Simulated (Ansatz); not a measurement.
Basis-set extrapolation for C$_{2}$H$_{4}$Si, SMILES `C#C[SiH3]` (PBE0-D4/def2-TZVP geometry, frozen core, Ansatz). Multiplicity 1, RHF reference.

|  | def2-TZVPP | def2-QZVPP |
| --- | --- | --- |
| HF | -366.977256 | -366.989546 |
| MP2 correlation | -0.428357 | -0.456887 |
| CCSD(T) correlation | -0.479911 | not run |

Energies in hartree. Use E(X) = E(∞) + A·exp(−7.88·√X) for Hartree–Fock and E(X) = E(∞) + B·X^(−2.97) for correlation, with X = 3 and 4, and add CCSD(T) minus MP2 of the smaller set to the MP2 limit.

Problem. What is the CCSD(T) energy at the basis-set limit?

Solution. HF limit: -366.989546 + (-0.012290) × 0.13774 = -366.99124. MP2 limit: -0.456887 + (-0.028530) × 0.74074 = -0.47802. Higher-order term: -0.479911 − (-0.428357) = -0.05155. Total: -367.52081 hartree, 167.1 kJ/mol below CCSD(T)/def2-TZVPP.
